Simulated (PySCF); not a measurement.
Isomers of C4H4FN, mass 85.033 u with the commonest isotopes. The calculation used PBE0/def2-SVPD in PySCF (dipole) on a GFN2-xTB geometry, gas phase. One conformer each, none proved a minimum here; rigid rotors.

Question: Order these by out-of-plane moment Σ m c² = (Ia + Ib − Ic)/2, smallest first.
A. `[N:1]#[C:2][CH2:3]/[CH:4]=[CH:5]/[F:6]` with C2–C3–C4–C5 -118°
B. `Fc1ccc[nH]1`
C. `[F:1]/[CH:2]=[CH:3]\[C@H:4]1[CH:5]=[N:6]1` with C2–C3–C4–C5 152°

Answer: B (0.00 u·Å²), A (9.01 u·Å²), C (12.38 u·Å²).

Question: Order these by radius of gyration √(Σ m r²/M), largest first.
A. `Fc1ccc[nH]1`
B. `[N:1]#[C:2][CH2:3]/[CH:4]=[CH:5]/[F:6]` with C2–C3–C4–C5 -118°
C. `[F:1]/[CH:2]=[CH:3]\[C@H:4]1[CH:5]=[N:6]1` with C2–C3–C4–C5 152°

Answer: B (2.066 Å), C (1.830 Å), A (1.522 Å).

Question: Order these by rotational constant A, largest first.
A. `FC1=CC=CN1`
B. `[F:1]/[CH:2]=[CH:3]\[C@H:4]1[CH:5]=[N:6]1` with C2–C3–C4–C5 152°
C. `[N:1]#[C:2][CH2:3]/[CH:4]=[CH:5]/[F:6]` with C2–C3–C4–C5 -118°

Answer: C (13401 MHz), B (12723 MHz), A (9051 MHz).

```
          SMILES  point group  Ia (u·Å²)  Ib (u·Å²)  Ic (u·Å²)      κ  μa (D)  μb (D)  μc (D)
F/C=C\[C@H]1C=N1           C1      39.72     257.42     272.37  -0.98    0.30    0.93    2.17
     Fc1ccc[nH]1           Cs      55.84     141.03     196.87  -0.69    0.76    1.67    0.00
      N#CC/C=C/F           C1      37.71     334.33     354.02  -0.99    1.86    3.10    0.25
```
